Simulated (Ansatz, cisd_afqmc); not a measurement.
System: CH, charge 1, singlet. A triplet may lie lower; no result for it is given here. CH+ (parent SMILES [CH], singlet).
B3LYP-D3(BJ)/def2-TZVP minimum from Ansatz (a program for electronic structure):
```
C
H 1 1.1375
```
Charge +1, spin multiplicity 1.

Total energies in aug-cc-pVQZ, 4 correlated electrons, 1 frozen orbitals. Radicals and triplets start from unrestricted determinants; spin-orbit coupling is neglected. Cores are frozen in correlated methods. No relativity. The Monte Carlo rows (phaseless AFQMC, CISD trial, step 0.005/hartree) carry one-sigma bars that omit the constraint's bias. Outlying blocks are dropped, and bars are widened where a walk drifts. Over all cases where full CI ran beside it in this data, AFQMC minus full CI had a median of +0.1 mEh and passed +0.4 mEh in a tenth of the cases. The restricted determinant of CH+ (parent SMILES [CH], singlet) is unstable towards broken spin symmetry in at least one set run.

```csv
method,program,energy (Eh),error against FCI (mEh)
HF,Ansatz,-37.90929,121.54
MP2,Ansatz,-38.00047,30.36
CCSD,Ansatz,-38.02794,2.89
CCSD(T),Ansatz,-38.03032,0.51
CCSDT(Q),Ansatz,-38.03080,0.03
AFQMC/CISD,cisd_afqmc,-38.0308 ± 0.0002,0.1 ± 0.2
FCI,Ansatz,-38.03083,0.00
```

Rough core times of Ansatz's runs on a shared machine: CCSD(T) under 20 s, CCSDT(Q) 30 s, FCI 2 min.
